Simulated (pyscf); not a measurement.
Thermochemistry of product channels of silylene (SiH₂) [singlet] + methanol (H₃C–OH) on the singlet surface, in kcal/mol, from ωB97M-D3(BJ)/def2-TZVP energies (ideal gas, 1 atm, RRHO with modes under 100 cm⁻¹ raised to 100, one conformer, R ln 2 for chiral ones without a mode under 150 cm⁻¹). Structures and frequencies: ωB97X-D3(BJ)/def2-SVP in PySCF.

| products | ΔE | ΔH(298 K) | ΔG(298 K) | ΔG(1200 K) |
|---|---|---|---|---|
| HO–CH₂–SiH₃ | -50.8 | -49.9 | -39.0 | -7.9 |
| HO–SiH: [singlet] + methane (CH₄) | -58.6 | -57.4 | -56.3 | -52.9 |
| silane (SiH₄) + :HC–OH [singlet] | +19.1 | +15.9 | +17.0 | +19.9 |
| silane (SiH₄) + formaldehyde (H₂C=O) | -31.6 | -35.0 | -33.5 | -28.9 |
| silanone (O=SiH₂) + methane (CH₄) | -55.6 | -55.7 | -54.0 | -48.7 |
| H₃C–O–SiH: [singlet] + hydrogen (H₂) | -31.1 | -33.2 | -30.7 | -25.6 |
| H₃C–O–SiH₃ | -76.0 | -74.6 | -64.0 | -33.1 |
| H₃C–SiH: [singlet] + water (H₂O) | -22.7 | -22.3 | -22.6 | -24.9 |
| H₃C–SiH₂–OH | -99.7 | -98.1 | -87.9 | -59.5 |

These are energies of the channels, which say nothing of barriers.
